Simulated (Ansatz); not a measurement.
Bulk modulus B0 (GPa) along a series of related solids, from PBE0 in Ansatz (PAW); r²SCANh (plane waves, PAW; Ansatz, an electronic-structure program).

| solid | PBE0 | r²SCANh | measured |
|---|---|---|---|
| zinc-blende GaN (metastable phase) | 200 | 204 | – |
| zinc-blende GaP | 89.2 | 90.7 | 89.6 |
| zinc-blende GaAs | 73.5 | 75.4 | 76.7 |
| zinc-blende GaSb | 55.0 | 56.0 | 57‡ |

r²SCANh less measured, from the printed values: zinc-blende GaP +1.2 %, zinc-blende GaAs -1.7 %, zinc-blende GaSb‡ -1.8 %.

A member of the series is missing where a level wasn't run or failed, where a doubt is noted on the run or the magnetic state, for phases of high temperature or layered ones, and where values are held back for tests.

Spin–orbit coupling is left out, also for the solids with elements from indium on (zinc-blende GaSb); its size isn't shown.

A dash: no measured value is used.

Each level is taken at its own relaxed cell. Ansatz's density-functional and Hartree–Fock values are scalar-relativistic unless marked +SOC, with PAW data made under PBE.

Measured values are for low temperature or corrected to a static lattice; ‡ marks uncorrected values at room or unstated temperature. References as tabulated in Mejia-Rodriguez and Trickey (2018), arXiv:1807.09216; Toher et al. (2017), arXiv:1611.05714.
